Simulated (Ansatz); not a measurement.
H₄P₂, SMILES `PP`. The species carries charge 0 and has multiplicity 1.

```xyz
6

P     0.9834   -0.1238   -0.5076
P    -0.9852    0.1247    0.5039
H     1.3123   -1.2970    0.2256
H     0.4390   -0.8858   -1.5777
H    -1.3112    1.3030   -0.2224
H    -0.4384    0.8789    1.5782
```

Give the diagnostics of a CCSD(T)/def2-TZVPP run (frozen core, Ansatz 0.2.0). (Estimate.)

Computed: T1 = 0.0141, largest single amplitude 0.022, largest double 0.049, (T) share of the correlation energy 4.1 %, 9 CCSD cycles. The RHF solution is stable towards an unrestricted one. T1 lies under the customary mark of 0.02 for closed shells.
